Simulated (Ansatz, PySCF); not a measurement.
Process, species as SMILES: C(#N)C(F)(F)F + 7 [H][H] (H2) → 2 C (CH4) + 3 F (HF) + N (NH3)

Property: energy of full hydrogenation (enthalpy at 298 K), in kcal/mol. Terms: dispersion terms only where a functional's name holds one; 6-31G* and kin with 6d, 5d where marked; LANL2DZ all-electron up to Ne; valence correlation only; 6-311+G** with 5d; non-relativistic; no spin-orbit coupling. CBS marks a two-point X^-3 extrapolation of the correlation energy; Hartree-Fock from the larger set. [CCSD(T)-MP2]/basis is that difference in the basis named. Ab initio and DFT rows: single points at B3LYP-D3(BJ) geometries (Ansatz, a program for electronic structure), with unscaled harmonic terms from B3LYP/6-31G* (Ansatz) at its own minima.

Measured values: Active Thermochemical Tables 1.112 (ions: stationary electron), as tabulated in the package chemicals; G2/97 table in ASE (Curtiss et al.), the entry of C2F3N doubted and unchecked; they hold spin-orbit and core effects, anharmonicity. 

Value to compare with, the measured value: -123.7 kcal/mol.

```tsv
level	program	energy of full hydrogenation (enthalpy at 298 K) (kcal/mol)	error
PBE/3-21G	Ansatz	-36.8	86.9
PBE/6-31G*	Ansatz	-70.0	53.7
PBE/6-311+G**	Ansatz	-126.0	-2.3
B3LYP/3-21G	Ansatz	-44.9	78.8
B3LYP/LANL2DZ	Ansatz	-137.7	-14.0
B3LYP/6-31G*	Ansatz	-75.1	48.6
M06-2X/6-31G* (5d)	PySCF	-79.0	44.7
M06-2X/6-311+G**	PySCF	-121.8	1.9
MP2/STO-3G	Ansatz	-2.0	121.7
B3PW91/6-31G* (5d)	PySCF	-84.3	39.4
wB97M-V/def2-TZVPD	Ansatz	-120.2	3.5
B2PLYP-D3(BJ)/def2-TZVPD	Ansatz + dftd3	-117.0	6.7
RI-MP2/CBS(cc-pVTZ,cc-pVQZ)+[CCSD(T)-MP2]/cc-pVTZ	Ansatz	-124.3	-0.6
```

Among the 10 habitual levels, MP2/STO-3G lies farthest from the measured value (121.7 kcal/mol); 8 of 10 lie above it, and their mean absolute error is 49.2 kcal/mol, the median 46.7. One case shows no general order.

The levels are drawn from those run, B3LYP/6-31G* more often than the rest, none by its result; left out are runs that failed, that the program found above a lower state of the same kind, or whose <S^2> lies over 0.5 above the pure value.
